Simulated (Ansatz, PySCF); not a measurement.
This Ansatz (an electronic-structure program) input computes a CCSD(T)/cc-pVDZ energy:

Ansatz 0.2 input:
```yaml
crystal:
  periodic: [false, false, false]
  atoms:
    - {symbol: C, position_ang: [0.05421122, 0.70484056, 0.00025981]}
    - {symbol: N, position_ang: [0.04393301, -0.75753911, 0.00046505]}
    - {symbol: H, position_ang: [-0.93688026, 1.17928349, -0.00704903]}
    - {symbol: H, position_ang: [-0.44952413, -1.11274988, 0.81056760]}
    - {symbol: H, position_ang: [-0.43767370, -1.11306154, -0.81660260]}
    - {symbol: H, position_ang: [0.58924350, 1.06029739, 0.88241211]}
    - {symbol: H, position_ang: [0.60203622, 1.05996094, -0.87414231]}
basis:
  gaussian:
    orbitals: cc-pVDZ
magnetization: {spin_polarized: false}
correlation: {method: ccsd_t, electrons: outside_noble_gas}
```

**Question.** Write an input for the same energy in PySCF and say what it gives.

**Answer.** 
```python
from pyscf import gto, scf, mp, cc as ccmod

mol = gto.M(
    atom='''
    C     0.05421122    0.70484056    0.00025981
    N     0.04393301   -0.75753911    0.00046505
    H    -0.93688026    1.17928349   -0.00704903
    H    -0.44952413   -1.11274988    0.81056760
    H    -0.43767370   -1.11306154   -0.81660260
    H     0.58924350    1.06029739    0.88241211
    H     0.60203622    1.05996094   -0.87414231
    ''',
    basis='cc-pvdz',
    charge=0,
    spin=0,
    verbose=4,
)

mf = scf.RHF(mol)
mf.conv_tol = 1e-10
mf.max_cycle = 100
mf.kernel()
mp2 = mp.MP2(mf, frozen=2).run()
cc = ccmod.CCSD(mf, frozen=2)
cc.max_cycle = 100
cc.kernel()
et = cc.ccsd_t()
print(f'E(CCSD(T)) = {cc.e_tot + et:.9f}')
```
It gives -95.58581 Eh, and Ansatz -95.58581 Eh, a difference of 0.00 mEh.
